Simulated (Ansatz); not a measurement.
Cubic perovskite KTaO3 was calculated with LDA in Ansatz (plane waves, PAW).

Settings: plane-wave cutoff 500 eV, 8×8×8 k mesh, gaussian smearing 0.02 eV, scalar-relativistic PAW data made under PBE.

Computed at the level's own relaxed cell.

**Question.** Give the computed volume per atom, lattice constant a and band gap.

**Answer.** 
volume per atom: 12.35 Å³/atom
lattice constant a: 3.952 Å
band gap: 2.13 eV (on the SCF k mesh)

Measured, for comparison: band gap 3.64 eV (temperature not stated, no zero-point or thermal correction, indirect; as tabulated in Himmetoglu and Janotti (2016), arXiv:1601.06205).

Spin–orbit coupling is not included.

The computed numbers hold no vibrational or temperature effects.

Computing time: about 24 core-seconds (a rough figure).

Ansatz is an electronic-structure program.
